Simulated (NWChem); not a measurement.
System: butadiene (C4H6); SMILES C(C=C)=C

```xyz
10

C     -0.1192     1.8485     0.0000
C      0.3974     0.6111     0.0000
C     -0.3974    -0.6111     0.0000
C      0.1192    -1.8485     0.0000
H     -1.1941     2.0164     0.0000
H      0.5115     2.7323     0.0000
H      1.4802     0.4822     0.0000
H     -1.4802    -0.4822     0.0000
H     -0.5115    -2.7323     0.0000
H      1.1941    -2.0164     0.0000
```
Atoms are numbered in this order, from 1.

Program: NWChem. Geometry optimised at B3LYP/6-31G*; all other runs use it. Pople sets run with spherical d functions.

| quantity | level | value |
|---|---|---|
| −ε(HOMO) (eV) | PBE/def2-SVP | … |
| vertical, lowest state with f > 0.02, singlet (eV) | B3LYP/def2-SVPD, TDA | 6.26 |
| solvation free energy (kcal/mol) in water | B3LYP/6-31G*, SMD | … |
| anisotropy (bohr³), static | B3LYP/def2-SVPD | 48.1 |
| highest harmonic frequency (cm⁻¹) | B3LYP/6-31G* | 3248 |

**Question.** What belongs in the gaps?

**Answer.** 
- −ε(HOMO) (eV), value: 5.73
- solvation free energy (kcal/mol) in water, value: 1.1
